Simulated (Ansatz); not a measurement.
Molecular dynamics of FH3Si

The input (input.yaml):

```yaml
crystal:
  periodic: [false, false, false]
  atoms:
    - { symbol: Si, position_ang: [-0.035166, 0.0, 0.01283] }
    - { symbol: H, position_ang: [0.006663, 0.0, 1.495894] }
    - { symbol: F, position_ang: [1.550952, 0.0, -0.547738] }
    - { symbol: H, position_ang: [-0.699224, 1.223004, -0.501443] }
    - { symbol: H, position_ang: [-0.699224, -1.223004, -0.501443] }
basis:
  gaussian: { orbitals: "6-31G" }
hamiltonian:
  xc: hf
md:
  timestep: 0.5
  n_steps: 500
  ensemble: nvt_nose_hoover
  temperature: 1000.0
  initial_velocities: maxwell_boltzmann
  seed: 173079
```

Launched with:

```bash
$ ansatz run input.yaml --threads 1 --pin off --max-ram 2048MiB --backend cpu --events-out ev --progress --plain --runs-dir out
```

It starts from a relaxed structure.

Output, in part (step lines, the closing report, with atoms numbered from 0):

```
md step     0: t =     0.00 fs  T =  1000.0 K  F+E_penalty+E_count = -10614.11072311 eV  E_kin = 0.387780 eV  conserved = -10613.72294311 eV  (26 SCF iters)
md step     1: t =     0.50 fs  T =   966.4 K  F+E_penalty+E_count = -10614.09726546 eV  E_kin = 0.374744 eV  conserved = -10613.72252158 eV  (20 SCF iters)
md step     2: t =     1.00 fs  T =   874.5 K  F+E_penalty+E_count = -10614.06108394 eV  E_kin = 0.339118 eV  conserved = -10613.72196664 eV  (20 SCF iters)
md step     3: t =     1.50 fs  T =   744.4 K  F+E_penalty+E_count = -10614.01007497 eV  E_kin = 0.288682 eV  conserved = -10613.72139701 eV  (20 SCF iters)
md step     4: t =     2.00 fs  T =   597.8 K  F+E_penalty+E_count = -10613.95268565 eV  E_kin = 0.231808 eV  conserved = -10613.72088639 eV  (20 SCF iters)
md step     5: t =     2.50 fs  T =   454.5 K  F+E_penalty+E_count = -10613.89668876 eV  E_kin = 0.176233 eV  conserved = -10613.72047361 eV  (20 SCF iters)
md step     6: t =     3.00 fs  T =   331.0 K  F+E_penalty+E_count = -10613.84848644 eV  E_kin = 0.128339 eV  conserved = -10613.72017538 eV  (20 SCF iters)
md step     7: t =     3.50 fs  T =   239.3 K  F+E_penalty+E_count = -10613.81276909 eV  E_kin = 0.092813 eV  conserved = -10613.71999527 eV  (21 SCF iters)
[... lines left out ...]
md step   497: t =   248.50 fs  T =  1275.9 K  F+E_penalty+E_count = -10613.70978004 eV  E_kin = 0.494773 eV  conserved = -10613.72077370 eV  (20 SCF iters)
md step   498: t =   249.00 fs  T =   928.1 K  F+E_penalty+E_count = -10613.57160272 eV  E_kin = 0.359896 eV  conserved = -10613.71773329 eV  (20 SCF iters)
md step   499: t =   249.50 fs  T =   665.3 K  F+E_penalty+E_count = -10613.46650086 eV  E_kin = 0.257974 eV  conserved = -10613.71474206 eV  (20 SCF iters)
md step   500: t =   250.00 fs  T =   601.4 K  F+E_penalty+E_count = -10613.44056061 eV  E_kin = 0.233224 eV  conserved = -10613.71370328 eV  (26 SCF iters)
Total energy: -10613.44056061 eV, -390.0367465539 hartree
Atom 0 at    -0.057686    -0.004609     0.018123 Å, force     4.025328     5.105933     1.444522 eV/Å
Atom 1 at     0.053649     0.062196     1.477552 Å, force    -0.084276    -0.124699     0.358011 eV/Å
Atom 2 at     1.585391    -0.003798    -0.556150 Å, force    -1.489860     0.112768     0.384024 eV/Å
Atom 3 at    -0.823738     1.160224    -0.493901 Å, force     0.281474     0.289924     0.015876 eV/Å
Atom 4 at    -0.643329    -1.022417    -0.479576 Å, force    -2.732667    -5.383926    -2.202433 eV/Å
Dipole moment:    -0.603579    -0.071628     0.207456 e Å
```

The steps, from the saved trajectory:

| time (fs) | T (K) | potential energy less start (eV) | conserved less start (meV/atom) |
| --- | --- | --- | --- |
| 0.0 | 1000 | 0.000 | 0.00 |
| 8.0 | 730 | 0.106 | 0.11 |
| 16.0 | 666 | 0.133 | 0.30 |
| 24.0 | 792 | 0.087 | 0.04 |
| 32.0 | 275 | 0.294 | 0.54 |
| 40.0 | 365 | 0.265 | 0.53 |
| 48.0 | 229 | 0.326 | 0.60 |
| 56.0 | 167 | 0.359 | 0.79 |
| 64.0 | 338 | 0.302 | 0.58 |
| 72.0 | 687 | 0.179 | 0.20 |
| 80.0 | 515 | 0.261 | 0.50 |
| 88.0 | 1054 | 0.070 | 0.06 |
| 96.0 | 915 | 0.144 | 0.29 |
| 104.0 | 876 | 0.186 | 0.39 |
| 112.0 | 1136 | 0.105 | 0.03 |
| 120.0 | 676 | 0.321 | 0.66 |
| 128.0 | 713 | 0.328 | 0.31 |
| 136.0 | 573 | 0.419 | 0.84 |
| 144.0 | 261 | 0.574 | 1.24 |
| 152.0 | 285 | 0.588 | 1.01 |
| 160.0 | 521 | 0.532 | 1.35 |
| 168.0 | 218 | 0.673 | 1.10 |
| 176.0 | 1105 | 0.350 | 0.41 |
| 184.0 | 866 | 0.469 | 1.00 |
| 192.0 | 1507 | 0.236 | 0.00 |
| 200.0 | 1469 | 0.269 | 0.75 |
| 208.0 | 1744 | 0.179 | 0.29 |
| 216.0 | 1590 | 0.247 | 0.46 |
| 224.0 | 1616 | 0.252 | 0.73 |
| 232.0 | 1721 | 0.215 | 0.17 |
| 240.0 | 968 | 0.518 | 1.07 |
| 248.0 | 1586 | 0.279 | 0.09 |

The run went to its last step. The conserved energy stayed within 1.9 meV per atom of its start (net change 1.8 meV per atom), so the integration is sound. A run of 0.25 ps of so small a system gives no equilibrium averages. Limits of this set-up: no polarisation functions.

The same pairs are bonded in the first frame and the last. Pairs count as bonded within 1.25 times the sum of covalent radii (0.12 Å more for H–H).

Last frame:

```xyz
5
Properties=species:S:1:pos:R:3
Si -0.058 -0.005 0.018
H 0.054 0.062 1.478
F 1.585 -0.004 -0.556
H -0.824 1.160 -0.494
H -0.643 -1.022 -0.480
```

Run time: 100 s on 1 thread of Arm Neoverse V1, with other jobs on the host, peak memory 0.055 GiB.
